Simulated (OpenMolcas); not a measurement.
# singlet [PO2]+, step by step

Wanted: the energy (UHF/STO-3G), then the energy (CASSCF(4,4)/STO-3G), then the energy (CASPT2(4,4)/STO-3G), then the energy (SC-NEVPT2(4,4)/STO-3G), then the energy (MRCI(4,4)/STO-3G) of singlet [PO2]+. 

The calculation is run with OpenMolcas 26.06.

2 further runs of the same task are left out: 1 for a known fault of the program, 1 that didn't finish.

## (1) The structure to begin with

[PO2]+ has 3 atoms, charge +1, and is taken as a singlet. As SMILES of the parent species, `[O]P=O`. The coordinates come from a GFN2-xTB relaxation. That shape belongs to the parent species and isn't relaxed for this state.

Bond lengths: O1–P2 1.464 Å, P2–O3 1.464 Å. Angles: O1–P2–O3 123.4°.

## (2) The energy at UHF/STO-3G (run 1)

step1.inp reads:

```
&gateway
 baslib
 $CurrDir
 coord
 3
 bohr
 O      0.62684105     2.31739004     0.60030930
 P     -0.76333597     0.14556560    -0.40086760
 O      0.13649492    -2.46295565    -0.19944170
 basis
 STO-3G
 group
 NoSym

&seward

&scf
 uhf
 charge
 1
 scramble
 0.25
 prorbitals
 1 1
```

The basis set STO-3G is read from a file made from the Basis Set Exchange's data (not shown).

Run with:

```
$ export MOLCAS_MEM=1860
$ pymolcas step1.inp > step1.log
```

The program printed:

```text
--- Start Module: gateway ---
[...]
--- Stop Module: gateway /rc=_RC_ALL_IS_WELL_ ---
--- Start Module: seward ---
[...]
      Basis functions           19
--- Stop Module: seward /rc=_RC_ALL_IS_WELL_ ---
--- Start Module: scf ---
[...]
       Convergence after  50 Iterations
[...]
::    Total SCF energy                               -484.2279206982
[...]
      Total spin, S                                     0.8056293482
[...]
      Total electronic charge=   30.000000
      Total            charge=    1.000000
[...]
      Dipole Moment (debye):
      Origin of the operator (angstrom)=   -0.0961    0.0183   -0.0505
                   X= -1.4583E+00               Y=  2.7743E-01               Z= -7.6588E-01           Total=  1.6703E+00
      Center of Charge (angstrom)
[...]
--- Stop Module: scf /rc=_RC_ALL_IS_WELL_ ---
[...]
```

Run time: 2.5 s. Hardware: 1 thread of Arm Neoverse V1, shared host; peak memory 0.37 GiB.

## (3) A single-point energy at CASSCF(4,4)/STO-3G (run 2)

step2.input reads:

```
* O2P CASSCF

&GATEWAY
 BasLib
 $CurrDir
 Coord
 3
 bohr
 O      0.62684105     2.31739004     0.60030930
 P     -0.76333597     0.14556560    -0.40086760
 O      0.13649492    -2.46295565    -0.19944170
 Basis
 STO-3G
 Group
 NoSym

&SEWARD

&RASSCF
 FileOrb
 $CurrDir/step1.UnaOrb
 Spin
 1
 Nactel
 4 0 0
 Inactive
 13
 Ras2
 4
 OrbListing
 Nothing
 OrbAppear
 Compact
```

The basis set STO-3G is read from a file made from the Basis Set Exchange's data (not shown).

Run with:

```
$ export MOLCAS_MEM=1860
$ pymolcas step2.input > step2.log
```

The program printed:

```text
--- Start Module: gateway ---
[...]
--- Stop Module: gateway /rc=_RC_ALL_IS_WELL_ ---
--- Start Module: seward ---
[...]
      Basis functions           19
--- Stop Module: seward /rc=_RC_ALL_IS_WELL_ ---
--- Start Module: rasscf ---
[...]
      Number of active orbitals                  4
[...]
      Spin quantum number                      0.0
[...]
      Active orbitals                            4
[...]
      Number of CSFs                            20
[...]
      Number of root(s) required                 1
[...]
      Convergence after 86 iterations
[...]
      printout of CI-coefficients larger than  0.05 for root  1
      energy=    -484.275328
      conf/sym  1111     Coeff  Weight
             1  2200   0.88956 0.79131
             6  2020  -0.14895 0.02219
             8  2002  -0.10556 0.01114
            10  udud   0.27201 0.07399
            12  0220  -0.28937 0.08373
            14  0202  -0.07904 0.00625
[...]
      Natural orbitals and occupation numbers for root  1
      sym 1:   1.724935   1.837371   0.307813   0.129881
      ************************************************************************************************************************
      *                                                    Final results                                                     *
[...]
::    RASSCF root number  1 Total energy:   -484.27532805
[...]
      Total electronic charge=   30.000000
      Total            charge=    1.000000
[...]
      Dipole Moment (debye):
      Origin of the operator (angstrom)=   -0.0961    0.0183   -0.0505
                   X= -1.1491E+00               Y=  2.1874E-01               Z= -6.0218E-01           Total=  1.3156E+00
      Center of Charge (angstrom)
[...]
--- Stop Module: rasscf /rc=_RC_ALL_IS_WELL_ ---
[...]
```

Run time: 3.6 s. Hardware: 1 thread of Arm Neoverse V1, shared host; peak memory 0.37 GiB.

## (4) The energy at CASPT2(4,4)/STO-3G (run 3)

step3.inp reads:

```
* O2P CASPT2

&GATEWAY
  BasLib
  $CurrDir
  Coord
  3
  bohr
  O      0.62684105     2.31739004     0.60030930
  P     -0.76333597     0.14556560    -0.40086760
  O      0.13649492    -2.46295565    -0.19944170
  Basis
  STO-3G
  Group
  NoSym

&SEWARD

&RASSCF
  FileOrb
  $CurrDir/step2.RasOrb
  Spin
  1
  Nactel
  4 0 0
  Inactive
  13
  Ras2
  4
  OrbListing
  Nothing
  OrbAppear
  Compact

&CASPT2
  Imaginary
  0.1
  Frozen
  7
```

The basis set STO-3G is read from a file made from the Basis Set Exchange's data (not shown).

Run with:

```
$ export MOLCAS_MEM=1860
$ pymolcas step3.inp > step3.log
```

The program printed:

```text
--- Start Module: gateway ---
[...]
--- Stop Module: gateway /rc=_RC_ALL_IS_WELL_ ---
[...]
      Basis functions           19
[...]
--- Start Module: rasscf ---
[...]
      Number of active orbitals                  4
[...]
      Spin quantum number                      0.0
[...]
      Active orbitals                            4
[...]
      Number of CSFs                            20
[...]
      Number of root(s) required                 1
[...]
      Convergence after  4 iterations
[...]
      printout of CI-coefficients larger than  0.05 for root  1
      energy=    -484.275328
      conf/sym  1111     Coeff  Weight
             1  2200   0.88956 0.79132
             6  2020  -0.14895 0.02219
             8  2002  -0.10554 0.01114
            10  udud   0.27202 0.07399
            12  0220  -0.28937 0.08373
            14  0202  -0.07906 0.00625
[...]
      Natural orbitals and occupation numbers for root  1
      sym 1:   1.724935   1.837388   0.307802   0.129875
      ************************************************************************************************************************
      *                                                    Final results                                                     *
[...]
::    RASSCF root number  1 Total energy:   -484.27532810
[...]
      Total electronic charge=   30.000000
      Total            charge=    1.000000
[...]
      Dipole Moment (debye):
      Origin of the operator (angstrom)=   -0.0961    0.0183   -0.0505
                   X= -1.1493E+00               Y=  2.1881E-01               Z= -6.0256E-01           Total=  1.3160E+00
      Center of Charge (angstrom)
[...]
--- Start Module: caspt2 ---
[...]
      E2 (Variational):          -0.1064155583
      Total energy:            -484.3817436629
[...]
      Reference weight:           0.93763
[...]
::    CASPT2 Root  1     Total energy:   -484.38174366
[...]
```

Wall time 1.8 s (1 thread of Arm Neoverse V1, shared host); peak memory 0.37 GiB.

## (5) A single-point energy at SC-NEVPT2(4,4)/STO-3G (run 4)

step4.input reads:

```
* O2P NEVPT2

&GATEWAY
 BasLib
 $CurrDir
 Coord
 3
 bohr
 O      0.62684105     2.31739004     0.60030930
 P     -0.76333597     0.14556560    -0.40086760
 O      0.13649492    -2.46295565    -0.19944170
 Basis
 STO-3G
 Group
 NoSym

&SEWARD

&RASSCF
 FileOrb
 $CurrDir/step2.RasOrb
 Spin
 1
 Nactel
 4 0 0
 Inactive
 13
 Ras2
 4
 OrbListing
 Nothing
 OrbAppear
 Compact

&CASPT2
 SC-NEVPT2
 Frozen
 7
```

The basis set STO-3G is read from a file made from the Basis Set Exchange's data (not shown).

Run with:

```
$ export MOLCAS_MEM=1860
$ pymolcas step4.input > step4.log
```

The program printed:

```text
--- Start Module: gateway ---
[...]
--- Stop Module: gateway /rc=_RC_ALL_IS_WELL_ ---
[...]
      Basis functions           19
[...]
      Number of active orbitals                  4
[...]
      Spin quantum number                      0.0
[...]
      Active orbitals                            4
[...]
      Number of CSFs                            20
[...]
      Number of root(s) required                 1
[...]
      Convergence after  4 iterations
[...]
      printout of CI-coefficients larger than  0.05 for root  1
      energy=    -484.275328
      conf/sym  1111     Coeff  Weight
             1  2200   0.88956 0.79132
             6  2020  -0.14895 0.02219
             8  2002  -0.10554 0.01114
            10  udud   0.27202 0.07399
            12  0220  -0.28937 0.08373
            14  0202  -0.07906 0.00625
[...]
      Natural orbitals and occupation numbers for root  1
      sym 1:   1.724935   1.837388   0.307802   0.129875
      ************************************************************************************************************************
      *                                                    Final results                                                     *
[...]
::    RASSCF root number  1 Total energy:   -484.27532810
[...]
      Total electronic charge=   30.000000
      Total            charge=    1.000000
[...]
      Dipole Moment (debye):
      Origin of the operator (angstrom)=   -0.0961    0.0183   -0.0505
                   X= -1.1493E+00               Y=  2.1881E-01               Z= -6.0256E-01           Total=  1.3160E+00
      Center of Charge (angstrom)
[...]
      E2 (Variational):          -0.1018627084
[...]
      E2 (Variational):          -0.1013292896
      Total energy:            -484.3766573943
[...]
      Reference weight:           0.94395
[...]
::    SC-NEVPT2 Root  1     Total energy:   -484.37665739
[...]
```

It took 1.7 s on 1 thread of Arm Neoverse V1, shared host; peak memory 0.37 GiB.

## (6) A single-point energy at MRCI(4,4)/STO-3G (run 5)

step5.inp reads:

```
* O2P MRCI
>>> EXPORT MOLCAS_PRINT=2
&GATEWAY
BASLIB=$CurrDir
COORD
3
bohr
O      0.62684105     2.31739004     0.60030930
P     -0.76333597     0.14556560    -0.40086760
O      0.13649492    -2.46295565    -0.19944170
BASIS=STO-3G
GROUP=NoSym
&SEWARD
&RASSCF
FILEORB=$CurrDir/step2.RasOrb
SPIN=1
NACTEL=4 0 0
INACTIVE=13
RAS2=4
ORBLISTING=Nothing
ORBAPPEAR=Compact
&MOTRA
LUMORB
FROZEN=7
&GUGA
ELECTRONS=16
SPIN=1
INACTIVE=6
ACTIVE=4
CIALL=1
&MRCI
SDCI
```

The basis set STO-3G is read from a file made from the Basis Set Exchange's data (not shown).

Run with:

```
$ export MOLCAS_MEM=1860
$ pymolcas step5.inp > step5.log
```

The program printed:

```text
--- Start Module: gateway ---
[...]
      Basis functions           19
[...]
      Number of active orbitals                  4
[...]
      Spin quantum number                      0.0
[...]
      Active orbitals                            4
[...]
      Number of CSFs                            20
[...]
      Number of root(s) required                 1
[...]
      Convergence after  4 iterations
[...]
      printout of CI-coefficients larger than  0.05 for root  1
      energy=    -484.275328
      conf/sym  1111     Coeff  Weight
             1  2200   0.88956 0.79132
             6  2020  -0.14895 0.02219
             8  2002  -0.10554 0.01114
            10  udud   0.27202 0.07399
            12  0220  -0.28937 0.08373
            14  0202  -0.07906 0.00625
[...]
      Natural orbitals and occupation numbers for root  1
      sym 1:   1.724935   1.837388   0.307802   0.129875
      ************************************************************************************************************************
      *                                                    Final results                                                     *
[...]
::    RASSCF root number  1 Total energy:   -484.27532810
[...]
      Dipole Moment (debye):
      Origin of the operator (angstrom)=   -0.0961    0.0183   -0.0505
                   X= -1.1493E+00               Y=  2.1881E-01               Z= -6.0256E-01           Total=  1.3160E+00
      Center of Charge (angstrom)
[...]
--- Start Module: guga ---
[...]
       (But an ACPF correction will be computed)
       USE THE DEFAULT ACPF G-VALUE GFAC=  0.12500000000000000
[...]
                      CI ENERGY:  -484.40719191
[...]
                ACPF CORRECTION:    -0.01952083
[...]
     ACPF CORRECTION:     -0.01952083
[...]
  CI State   1     Total energy:   -484.40719191     QDav:     -0.02279153     QACPF:     -0.01952083
[...]
```

Wall time 3.3 s (1 thread of Arm Neoverse V1, shared host); peak memory 0.37 GiB.

## (7) What came out

```
                                  quantity          value
           run 1, UHF/STO-3G: total energy  -484.22792 Eh
            run 1, UHF/STO-3G: HOMO energy      -18.80 eV
            run 1, UHF/STO-3G: LUMO energy       -6.33 eV
          run 1, UHF/STO-3G: HOMO–LUMO gap       12.47 eV
                   run 1, UHF/STO-3G: ⟨S²⟩          1.455
   run 2, CASSCF(4,4)/STO-3G: total energy  -484.27533 Eh
   run 3, CASPT2(4,4)/STO-3G: total energy  -484.38174 Eh
run 4, SC-NEVPT2(4,4)/STO-3G: total energy  -484.37666 Eh
     run 5, MRCI(4,4)/STO-3G: total energy  -484.40719 Eh
```

**Reading.** ⟨S²⟩ (run 1, UHF/STO-3G) is 1.45 where a pure singlet has 0.00: the reference is spin-contaminated. The run (run 1, UHF/STO-3G) may have ended on a state above the lowest. Mulliken charges (run 5, MRCI(4,4)/STO-3G) of the CASSCF density run from -0.14 on O1 to +1.27 on P2; they depend strongly on the basis.
